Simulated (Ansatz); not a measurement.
Input file:

```yaml
crystal:
  periodic: [false, false, false]
  atoms:
    - {symbol: Co, position_ang: [0.000000, 0.000000, 0.000000]}
    - {symbol: C, position_ang: [0.000000, 0.000000, 1.616400]}
basis:
  gaussian: {orbitals: def2-SVP}
total_charge: 1
magnetization: {spin_polarized: true, initial_magnetization: 2}
correlation: {method: ccsdt_q, electrons: outside_noble_gas}
```

```sh
$ ansatz run in.yaml --threads 1 --pin off --events-out ev --progress --plain --max-ram 2393MiB
```

Log:

```
822 factors; integrals over basis functions are off by at most 1.1e-7 eV
mean field evaluation 1: about -38556.0272 eV, gradient 1.0e2 eV
mean field evaluation 2: about -38556.1136 eV, gradient 1.0e2 eV
mean field evaluation 4: about -38580.9030 eV, gradient 5.8e1 eV
mean field evaluation 8: about -38595.4718 eV, gradient 4.3e0 eV
mean field evaluation 16: about -38597.5304 eV, gradient 1.2e1 eV
mean field evaluation 32: about -38579.5701 eV, gradient 1.5e2 eV
mean field evaluation 64: about -38598.8686 eV, gradient 7.2e-4 eV
mean field evaluation 96: about -38599.5351 eV, gradient 1.9e0 eV
mean field evaluation 128: about -38595.6403 eV, gradient 2.1e1 eV
mean field evaluation 160: about -38596.9388 eV, gradient 5.3e0 eV
...
cycle  43  -9.46654344 eV  change    1.6e-6 eV  update   1.6e-6
cycle  44  -9.46654293 eV  change    5.1e-7 eV  update   1.2e-6
cycle  45  -9.46654415 eV  change   -1.2e-6 eV  update   8.9e-7
cycle  46  -9.46654418 eV  change   -3.1e-8 eV  update   6.6e-7
cycle  47  -9.46654492 eV  change   -7.4e-7 eV  update   5.4e-7
cycle  48  -9.46654549 eV  change   -5.7e-7 eV  update   4.3e-7
cycle  49  -9.46654605 eV  change   -5.7e-7 eV  update   3.5e-7
cycle  50  -9.46654648 eV  change   -4.3e-7 eV  update   2.9e-7
cycle  51  -9.46654706 eV  change   -5.8e-7 eV  update   2.5e-7
cycle  52  -9.46654741 eV  change   -3.6e-7 eV  update   2.1e-7
perturbative correction -0.33609731 eV, -0.0123513483 hartree
Total energy: -38610.72819968 eV, -1418.9180900469 hartree
```

Ran on 1 thread of Arm Neoverse N1, shared host: 4.5 min wall, 0.33 GiB peak host memory.
